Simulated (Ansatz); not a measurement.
```xyz
9

C    -0.496    0.864   -0.422
N    -0.012   -0.497   -0.405
N     0.987   -0.656    0.579
H    -0.902    1.207    0.543
H    -1.282    0.950   -1.176
H     0.324    1.530   -0.696
H    -0.788   -1.133   -0.253
H     0.599   -0.824    1.504
H     1.570   -1.442    0.325
```

Charge 0, multiplicity 1.

Question: List the r2SCAN/def2-TZVPP orbital energies in eV (Ansatz). (Estimate.)

Answer: Computed: Occupied: -385.56, -385.39, -273.26, -25.23, -20.32, -16.54, -13.19, -12.52, -11.17, -9.90, -9.37, -6.06, -5.37. Lowest empty: 0.95, 2.10, 2.59, 3.09, 3.68, 3.91, 4.27, 5.48.
